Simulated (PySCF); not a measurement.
A made-up structure of NaAlH2S, singlet:

```
atom    x (Å)    y (Å)    z (Å)
 Na1  -1.4347  -1.7091   1.1221
  S2   0.9967  -0.3375   1.7336
 Al3   0.4162   0.5284  -0.3792
  H4  -1.1520  -0.2042  -1.0245
  H5   1.1738   1.7225  -1.4519
```

It is relaxed with PBE-D4/def2-SVP and then PBE0-D4/def2-TZVP (PySCF 2.14 with density fitting (its default auxiliary sets; JK sets also for MP2 and CCSD(T))). Atoms count as bonded within 1.22 times the sum of their covalent radii (H–H: 0.88 Å). The end point is not checked to be a true minimum.

(1) Does its bonding change? (A judgement: the text doesn't fix the answer.)

Answers

(1) Computed: Yes. Formed: Na1–H4; broken: none.

Where it ends: The first stage lowers the energy by 0.77 eV in 10 steps. It ends as NaAlH₂S ([H]1[Na]2[S][AlH]12):
```
5
angstrom
Na -1.2967 -1.5333 1.0033
S 0.8720 -0.3144 1.5759
Al 0.3755 0.4640 -0.3145
H -1.0201 -0.1856 -0.9068
H 1.0638 1.5305 -1.2636
```

Labels in which every atom is bracketed show which atoms are joined, not bond orders.

For scale, one of the runs: PBE0-D4/def2-TZVP relaxation, 118 basis functions, launched by `OMP_NUM_THREADS=2 python run.py`. Hardware: 2 CPU threads of an Arm Neoverse V2, shared host. Wall time 34 s; peak host memory 1.2 GiB.
